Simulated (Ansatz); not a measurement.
# The cluster InGa2 (doublet): single points with varied inputs

Aim: run the cluster InGa2 (doublet) under a spread of inputs, and see what each costs and gives.

The runs use Ansatz 0.2.0, Gaussian basis; the settings change from run to run.

## 1. The geometry

An earlier PBE0-D4 in a triple-zeta def2 set relaxation fixed the geometry. In takes a core potential in def2 sets; no spin-orbit term is included.

3 atoms, charge 0, spin multiplicity 2.

Atoms are counted from 1 here; the program's logs count them from 0.

Bond lengths: Ga1–Ga2 2.471 Å, Ga1–In3 2.818 Å, Ga2–In3 2.822 Å. Angles: Ga2–Ga1–In3 64.1°, Ga1–Ga2–In3 63.9°, Ga1–In3–Ga2 52.0°.

## 2. B3LYP/def2-TZVPP

This run has restricted open-shell orbitals, atoms shaken by 0.15 Å, D3(BJ) with three-body dispersion.

in.yaml

```yaml
crystal:
  periodic: [false, false, false]
  atoms:
    - {symbol: Ga, position_ang: [1.309105, 0.229398, 0.619598]}
    - {symbol: Ga, position_ang: [-0.326028, 1.257110, -0.653765]}
    - {symbol: In, position_ang: [-1.014782, -1.316863, 0.444529]}
basis:
  gaussian: {orbitals: def2-TZVPP}
magnetization: {spin_polarized: false, initial_magnetization: 1}
hamiltonian: {xc: {name: B3LYP}, dispersion: d3bjatm}
```

The run is started by

```bash
$ ansatz run in.yaml --threads 4 --pin off --events-out ev --progress --plain --max-ram 3916MiB
```

Output:

```text
Functional definition: B3LYP
  name "B3LYP"
  cite "Stephens, Devlin, Chabalowski & Frisch, J. Phys. Chem. 98, 11623 (1994) doi:10.1021/j100096a001"
  cite "Becke, Phys. Rev. A 38, 3098 (1988) doi:10.1103/PhysRevA.38.3098"
  cite "Lee, Yang & Parr, Phys. Rev. B 37, 785 (1988) doi:10.1103/PhysRevB.37.785"
  cite "Vosko, Wilk & Nusair, Can. J. Phys. 58, 1200 (1980) doi:10.1139/p80-159"
  parameter a0 = 0.2
  parameter ax = 0.72
  parameter ac = 0.81
  exchange = (1 - a0 - ax)*slater_x + ax*b88_x + a0*exact_x
  correlation = (1 - ac)*vwn_rpa_c + ac*lyp_c
1138 factors; integrals over basis functions are off by at most 8.8e-4 eV
mean field evaluation 1: about -109933.0611 eV, gradient 2.8e1 eV
mean field evaluation 2: about -109933.0800 eV, gradient 2.8e1 eV
mean field evaluation 4: about -109934.0643 eV, gradient 4.8e0 eV
mean field evaluation 8: about -109934.1649 eV, gradient 3.2e-1 eV
mean field evaluation 16: about -109934.1652 eV, gradient 2.8e-4 eV
mean field evaluation 32: about -109933.8611 eV, gradient 5.7e0 eV
mean field evaluation 64: about -109933.2166 eV, gradient 2.9e0 eV
mean field evaluation 96: about -109934.0670 eV, gradient 2.9e-1 eV
mean field evaluation 128: about -109931.6834 eV, gradient 2.7e1 eV
mean field -109934.16521714 eV, -4040.0060556762 hartree, gradient 6.0e-6 eV, S^2 0.750000; 16 other end points of the search recorded, 0 dependent functions left out
reference -109934.16541513 eV, -4040.0060629523 hartree; 42, 41 occupied and 104, 105 virtual orbitals, 1138 factors
Total energy: -109934.38229599 eV, -4040.0140331771 hartree
```

Wall time 26 s (4 threads of Arm Neoverse V2, shared host); peak memory 0.62 GiB.

## 3. rPW86-PBE/def2-SVPD

Options: restricted open-shell orbitals, a grid of angular degree 23, D3(BJ) with three-body dispersion.

in.yaml

```yaml
crystal:
  periodic: [false, false, false]
  atoms:
    - {symbol: Ga, position_ang: [1.416773, 0.094082, 0.470698]}
    - {symbol: Ga, position_ang: [-0.371880, 1.180740, -0.843531]}
    - {symbol: In, position_ang: [-1.044893, -1.274823, 0.372833]}
basis:
  gaussian: {orbitals: def2-SVPD, final_grid: {core_spheres: 8, valence_spheres: 7, degree: 23}}
magnetization: {spin_polarized: false, initial_magnetization: 1}
hamiltonian: {xc: {name: rPW86-PBE}, dispersion: d3bjatm}
```

The command is unchanged.

Output, shortened:

```text
Functional definition: rPW86-PBE
  name "rPW86-PBE"
  cite "Murray, Lee & Langreth, J. Chem. Theory Comput. 5, 2754 (2009) doi:10.1021/ct900365q"
  cite "Perdew, Burke & Ernzerhof, Phys. Rev. Lett. 77, 3865 (1996) doi:10.1103/PhysRevLett.77.3865"
  parent pbe
[...]
1183 factors; their error is unknown
[...]
mean field -109965.54965362 eV, -4041.1594124437 hartree, gradient 3.5e-6 eV, S^2 0.750000; 16 other end points of the search recorded, 0 dependent functions left out
reference -109965.54974326 eV, -4041.1594157379 hartree; 42, 41 occupied and 66, 67 virtual orbitals, 1183 factors
Total energy: -109965.63944053 eV, -4041.1627120518 hartree
```

It took 16 s on 4 threads of Arm Neoverse V2, shared host.

## 4. PBE0/ANO-RCC-VTZP

Options: restricted open-shell orbitals, D3(BJ) with three-body dispersion, relativity set to scalar.

in.yaml

```yaml
crystal:
  periodic: [false, false, false]
  atoms:
    - {symbol: Ga, position_ang: [1.416773, 0.094082, 0.470698]}
    - {symbol: Ga, position_ang: [-0.371880, 1.180740, -0.843531]}
    - {symbol: In, position_ang: [-1.044893, -1.274823, 0.372833]}
basis:
  gaussian: {orbitals: ANO-RCC-VTZP}
magnetization: {spin_polarized: false, initial_magnetization: 1}
hamiltonian: {xc: {name: PBE0}, dispersion: d3bjatm, pseudopotentials: {relativity: scalar}}
scf: {omitted_lower_state_checks: [starts]}
output: {forces: true}
```

Same command.

Output, shortened:

```text
Functional definition: PBE0
  name "PBE0"
  cite "Adamo & Barone, J. Chem. Phys. 110, 6158 (1999) doi:10.1063/1.478522"
  cite "Perdew, Burke & Ernzerhof, Phys. Rev. Lett. 77, 3865 (1996) doi:10.1103/PhysRevLett.77.3865"
  parent pbe
[...]
1156 factors; integrals over basis functions are off by at most 5.9e-4 eV
[...]
mean field -265796.59180061 eV, -9767.8445852716 hartree, gradient 1.4e-6 eV, S^2 0.750000; 0 other end points of the search recorded, 0 dependent functions left out
[...]
reference -265796.59183712 eV, -9767.8445866135 hartree; 56, 55 occupied and 98, 99 virtual orbitals, 1156 factors
Total energy: -265796.68552110 eV, -9767.8480294363 hartree
Relativity: scalar
Atom 0 at     1.416773     0.094082     0.470698 Å, force    -0.160112    -0.021290    -0.046829 eV/Å
Atom 1 at    -0.371880     1.180740    -0.843531 Å, force     0.028737    -0.142942     0.096063 eV/Å
Atom 2 at    -1.044893    -1.274823     0.372833 Å, force     0.131374     0.164232    -0.049235 eV/Å
Dipole moment:    -0.086858    -0.104534     0.030134 e Å
Checks for a lower state left out: starts
```

Wall time 15 s (4 threads of Arm Neoverse V2, shared host); peak memory 0.59 GiB.

Largest force 0.216 eV/Å, dipole 0.67 D.

## 5. r2SCAN50/def2-mTZVP

Options: atoms shaken by 0.15 Å, finite nuclei.

in.yaml

```yaml
crystal:
  periodic: [false, false, false]
  atoms:
    - {symbol: Ga, position_ang: [1.365504, -0.096609, 0.430864]}
    - {symbol: Ga, position_ang: [-0.116427, 0.936415, -0.967749]}
    - {symbol: In, position_ang: [-0.940099, -1.301576, 0.628660]}
basis:
  gaussian: {orbitals: def2-mTZVP, nuclear_model: gaussian}
magnetization: {spin_polarized: true, initial_magnetization: 1}
hamiltonian: {xc: {name: r2SCAN50}}
scf: {omitted_lower_state_checks: [starts]}
output: {forces: true}
```

The command is unchanged.

Output, shortened:

```text
Functional definition: r2SCAN50
  name "r2SCAN50"
  cite "Bursch, Neugebauer, Ehlert & Grimme, J. Chem. Phys. 156, 134105 (2022) doi:10.1063/5.0086040"
  cite "Furness, Kaplan, Ning, Perdew & Sun, J. Phys. Chem. Lett. 11, 8208 (2020) doi:10.1021/acs.jpclett.0c02405"
  cite "Furness, Kaplan, Ning, Perdew & Sun, J. Phys. Chem. Lett. 11, 9248 (2020) doi:10.1021/acs.jpclett.0c03077"
  parent r2scan
[...]
1093 factors; integrals over basis functions are off by at most 4.7e-4 eV
[...]
mean field -109925.55367535 eV, -4039.6895873527 hartree, gradient 6.7e-7 eV, S^2 1.438837; 1 other end points of the search recorded, 0 dependent functions left out
[...]
reference -109925.55368568 eV, -4039.6895877324 hartree; 42, 41 occupied and 66, 67 virtual orbitals, 1093 factors
Total energy: -109925.55368568 eV, -4039.6895877324 hartree
Atom 0 at     1.365504    -0.096609     0.430864 Å, force     1.418511    -0.347182     0.797149 eV/Å
Atom 1 at    -0.116427     0.936415    -0.967749 Å, force    -0.897934     0.607225    -0.831659 eV/Å
Atom 2 at    -0.940099    -1.301576     0.628660 Å, force    -0.520577    -0.260043     0.034511 eV/Å
Dipole moment:    -0.160941    -0.109706     0.084883 e Å
Checks for a lower state left out: starts
```

Run time: 23 s. Hardware: 4 threads of Arm Neoverse V2, shared host.

Largest force 1.664 eV/Å, dipole 1.02 D, ⟨S²⟩ 1.439. The spin excess of 0.69 shows a contaminated determinant.

## 6. The runs in one table

| level | charge | multiplicity | geometry | functions | energy (eV) | time |
| --- | --- | --- | --- | --- | --- | --- |
| B3LYP/def2-TZVPP | 0 | 2 | shaken | 146 | -109934.382 | 26 s |
| rPW86-PBE/def2-SVPD | 0 | 2 | relaxed | 108 | -109965.639 | 16 s |
| PBE0/ANO-RCC-VTZP | 0 | 2 | relaxed | 154 | -265796.686 | 15 s |
| r2SCAN50/def2-mTZVP | 0 | 2 | shaken | 108 | -109925.554 | 23 s |

## 7. Results

```
                                         quantity                    value
                                             runs                        4
                                         quickest  PBE0/ANO-RCC-VTZP, 15 s
                                          slowest   B3LYP/def2-TZVPP, 26 s
spread of total energies, same state and geometry              155831.0 eV
```

In words: The times lie within a factor of two. The totals spread over 155831 eV; they can't be compared across methods or bases. Some of these runs are scalar-relativistic and others not, which shifts the totals of all-electron atoms past neon by eV; core potentials, where a basis has them, take the core out of the total altogether. At the PBE0-D4/def2-TZVP geometry and in the same state, runs without warnings or point charges leave forces up to 0.22 eV/Å (PBE0/ANO-RCC-VTZP), against 1.7 eV/Å where the atoms were moved.
